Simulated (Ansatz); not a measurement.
# C₂H₄S, SMILES CC=S: the energy of protonation at one site

Computed with Ansatz's Python interface.

Notebook, run cell by cell (the value of a cell's last expression is shown):

```python
import ansatz
import numpy as np
```

```python
mol = (
    ansatz.Crystal.molecule()
    .atom("C", [-0.5276, 0.2986, -0.1252])
    .atom("C", [0.6832, -0.4495, 0.0467])
    .atom("S", [1.3284, -0.7027, 1.5419])
    .atom("H", [-1.2449, -0.2831, -0.629])
    .atom("H", [-0.3637, 1.1822, -0.8158])
    .atom("H", [-0.985, 0.732, 0.8045])
    .atom("H", [1.1707, -0.8454, -0.8688])
)
```

```python
model = mol.calculation().basis(gaussian="def2-SVP").functional("PBE0")
symbols = [site.symbol for site in mol.cartesian_sites]
start = np.array([site.position_ang for site in mol.cartesian_sites], dtype=float)
rep = model.relax(force_tolerance=0.01).run().report
end = np.array(rep["positions_ang"])
```

```python
# put the proton on the side away from the neighbours, slightly off axis
away = sum((end[2] - end[j]) / np.linalg.norm(end[2] - end[j]) for j in [1]) + np.array([0.15, 0.1, -0.2])
proton = end[2] + 1.4 * away / np.linalg.norm(away)
acid = ansatz.Crystal.molecule()
for symbol, place in zip(symbols, end):
    acid = acid.atom(symbol, place.tolist())
acid = acid.atom("H", proton.tolist())
protonated = (
    acid.calculation()
    .basis(gaussian="def2-SVP")
    .functional("PBE0")
    .charge(1)
    .relax(force_tolerance=0.01, max_steps=80)
)
after = protonated.run().report
xyz = np.array(after["positions_ang"])
reach = np.linalg.norm(xyz[:-1] - xyz[-1], axis=1)
print(f"base {rep['free_energy_ev']:.5f} eV, protonated {after['free_energy_ev']:.5f} eV")
print(f"the proton ends {reach.min():.3f} A from {symbols[reach.argmin()]}{reach.argmin()}")
print(f"electronic proton affinity {(rep['free_energy_ev'] - after['free_energy_ev']):.3f} eV")
```

    base -12962.53825 eV, protonated -12971.20599 eV
    the proton ends 1.360 A from S2
    electronic proton affinity 8.668 eV

What to keep in mind:
- Total energies depend on the basis set; only differences at equal settings carry meaning.
- The proton is put on one chosen atom, which needn't be the most basic site, so the molecule's proton affinity can be higher; the ends are stationary points, not checked by frequencies, and zero-point and thermal terms count only where printed.
- Timing: 33 s on 1 thread of Arm Neoverse V2, on a shared host, peak memory 0.2 GiB.
